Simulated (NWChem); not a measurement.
**Total energies of CH**

```xyz
2

C      0.0000     0.0000     0.1620
H      0.0000     0.0000    -0.9722
```
Charge 0, spin multiplicity 2.

Everything below was run with NWChem. All single points use one geometry, from UPBE0/def2-SVP, a minimum by its harmonic frequencies.

Basis set: 3-21G (11 functions).

```csv
method,total energy (Ha)
UHF,-38.05179
UMP2,-38.09692
UB2PLYP,-38.20939
UPBE,-38.19879
UB3LYP,-38.26597
Ur2SCAN,-38.23128
```

Total energies of different functionals aren't comparable as a measure of quality: only differences taken within one method are. 

The correlated methods keep 1 core orbital frozen. B3LYP has NWChem's definition, with VWN1-RPA local correlation. This spin state was chosen for the runs; another may lie lower. The structure started from a generated list of species. The unpaired electrons of the parent sit in orbitals of symmetry b1 (C2v labels of the run); other states weren't searched. No SCF solution was tested for a lower state. Open-shell Hartree-Fock references start from PBE0 orbitals.
